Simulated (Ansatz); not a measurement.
A made-up structure of SiNH2S, doublet:

N1  (-1.422, -0.030, 0.085)
Si2  (0.464, 0.066, 0.129)
S3  (1.531, 0.766, 1.931)
H4  (-1.859, -0.407, -0.904)
H5  (1.286, -0.395, -1.241)
(Å)

It is relaxed with PBE-D4/def2-SVP and then PBE0-D4/def2-TZVP (Ansatz 0.2.0). Atoms count as bonded within 1.22 times the sum of their covalent radii (H–H: 0.88 Å). The end point is not checked to be a true minimum.

(1) Does its bonding change? (Judge from chemistry; the calculation decides.)

## Answers

(1) The calculation gives: No: no bond forms or breaks.

Where it ends: The first stage lowers the energy by 1.30 eV in 29 steps. It ends as SiNH₂S ([NH][SiH][S]):
N1  (-1.073, -0.443, -0.371)
Si2  (0.510, -0.014, -0.039)
S3  (0.997, 0.867, 1.641)
H4  (-1.865, 0.165, -0.183)
H5  (1.431, -0.576, -1.048)
(Å)

Labels in which every atom is bracketed show which atoms are joined, not bond orders.

For scale, one of the runs: PBE0-D4/def2-TZVP relaxation, 117 basis functions, launched by `ansatz run in.yaml --threads 2 --pin off --events-out ev --progress --plain --max-ram 4352MiB`. The run took about 110 s on 2 CPU threads of an Intel Xeon Platinum 8259CL (shared host).
